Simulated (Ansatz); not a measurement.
Relaxation of BH$_{4}$N (6 atoms, charge 0, multiplicity 1), to a largest force component of 0.02 eV/Å in at most 40 steps.

These are results of RKS PBE/def2-TZVP (Ansatz 0.2.0), not measurements.

```xyz
6
Properties=species:S:1:pos:R:3
B 0.000 0.000 0.000
N 0.000 0.000 1.550
H -0.877 -0.271 2.080
H 0.877 0.271 2.080
H 1.030 0.000 -0.595
H -1.030 0.000 -0.595
```

Problem. Where does it end, and by what steps?

Solution. The forces met the threshold. After 6 steps the energy has fallen by 0.592 eV; H3 moved furthest, 0.18 Å.

```csv
step,energy less start (eV),largest force component (eV/Å),accepted
0,0.0000,3.953,yes
1,-0.4841,1.820,yes
2,-0.5642,0.748,yes
3,-0.5838,0.444,yes
4,-0.5900,0.136,yes
5,-0.5916,0.060,yes
6,-0.5917,0.006,yes
```

```xyz
6
Properties=species:S:1:pos:R:3
B 0.000 0.000 0.064
N 0.000 0.000 1.457
H -0.840 -0.109 2.015
H 0.840 0.109 2.015
H 1.045 0.136 -0.516
H -1.045 -0.136 -0.516
```

Time of the run: 5.7 s on 2 threads of Arm Neoverse V1, with other jobs on the host, peak memory 0.11 GiB.
